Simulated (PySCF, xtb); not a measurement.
Two isomers of B2H2S

We compare a, `BB=S`, a singlet, with b, `B1BS1`, a singlet. Both are isolated molecules in the gas phase, relaxed with B3LYP-D4/def2-SVP; the shapes shown needn't be the lowest conformers.

a (Å):

| atom | x (Å) | y (Å) | z (Å) |
| --- | --- | --- | --- |
| B | 0.7807 | -0.5327 | -0.6039 |
| B | 0.3219 | 0.3096 | 0.7612 |
| S | 1.2252 | -1.3460 | -1.9296 |
| H | -0.2235 | 1.3800 | 0.6712 |
| H | 0.5273 | -0.1366 | 1.8612 |

b (Å):

```xyz
5

B     0.0183   -0.1890    0.9905
B     0.6300   -0.3367   -0.4811
S    -0.0678    1.2790   -0.0631
H     1.1491   -0.7636   -1.4671
H    -0.3372   -0.4049    2.1089
```

**Question.** Estimate E(b) − E(a) at the level CCSD(T)/def2-TZVP.

**Answer.** Calculated at CCSD(T)/def2-TZVP: E(b) − E(a) = −3.3 kcal/mol, so structure b lies lower.

How the difference moves with the method:

```csv
level,geometry,E(b) − E(a) (kcal/mol),departure from the last row (kcal/mol),"job, with rough time for the two"
GFN2-xTB,GFN2-xTB,−4.6,−1.2,"optimisation, 0.36 s"
HF/STO-3G,GFN2-xTB,−6.5,−3.1,"single point, 3.2 s"
r2SCAN-D4/def2-SVP,GFN2-xTB,−5.5,−2.2,"single point, 14 s"
B3LYP-D4/def2-SVP,B3LYP-D4/def2-SVP,−2.1,+1.2,"optimisation, 53 s"
HF/def2-TZVP,B3LYP-D4/def2-SVP,+1.8,+5.1,part of the CCSD(T) run
MP2/def2-TZVP,B3LYP-D4/def2-SVP,−5.4,−2.1,part of the CCSD(T) run
CCSD(T)/def2-TZVP,B3LYP-D4/def2-SVP,−3.3,,"single point, 67 s"
```

As drawn, b has 2 B–S in place of 1 B=S. Structure a has no ring, b a 3-membered ring.

HF/def2-TZVP puts the two in the other order. The largest departure from CCSD(T)/def2-TZVP is that of HF/def2-TZVP, 5.1 kcal/mol.

With thermal terms from frequencies at re-optimised GFN2-xTB minima (ideal gas, soft modes damped towards free rotors, one conformer each, 298.15 K, 1 atm): the zero-point term adds +0.9 kcal/mol; ΔH is −2.9 and ΔG −2.1 kcal/mol.

The T1 diagnostic of structure a is large, so the coupled-cluster value is less sure. The correlated steps freeze 7 core orbitals. Programs: PySCF 2.14.0, xtb 6.7.1; the last row on 2 threads of Intel(R) Xeon(R) Processor @ 2.50GHz (Skylake/Cascade Lake) on a shared host.
